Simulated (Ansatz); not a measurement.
# FO2S: the cost of one run

Method: PBE0-D4/def2-SVPD; program: Ansatz 0.2.0, Gaussian basis.

**1. Where the work starts**

The start, a pair relaxed at PBE0-D4: 4 atoms, charge -1, spin multiplicity 1.

Atoms are counted from 1 here; the program's logs count them from 0.

Bond lengths: F1–S3 1.738 Å, O2–S3 1.465 Å, S3–O4 1.465 Å. Angles: F1–S3–O2 100.5°, F1–S3–O4 100.5°, O2–S3–O4 113.3°.

As a file:

```xyz
4
charge -1, multiplicity 1
F     0.0757   -0.0273   -1.4838
O    -0.4081    1.1966    0.6039
S    -0.4023   -0.2047    0.1780
O     0.7347   -0.9647    0.7019
```

**2. Dynamics**

Input file md/in.yaml:

```yaml
crystal:
  periodic: [false, false, false]
  atoms:
    - {symbol: F, position_ang: [0.075718, -0.027258, -1.483776]}
    - {symbol: O, position_ang: [-0.408053, 1.196567, 0.603897]}
    - {symbol: S, position_ang: [-0.402331, -0.204656, 0.177971]}
    - {symbol: O, position_ang: [0.734668, -0.964653, 0.701909]}
basis:
  gaussian: {orbitals: def2-SVPD}
total_charge: -1
hamiltonian: {xc: pbe0, dispersion: d4}
md: {n_steps: 80, timestep: 0.75, temperature: 700, ensemble: nve, seed: 283, initial_velocities: maxwell_boltzmann}
```

Launch:

```bash
> ansatz run in.yaml --threads 2 --pin off --events-out ev --progress --plain --max-ram 5222MiB
```

**Question.** How long does this run take on 2 threads of Arm Neoverse V1, shared host?

About 1.9 min.
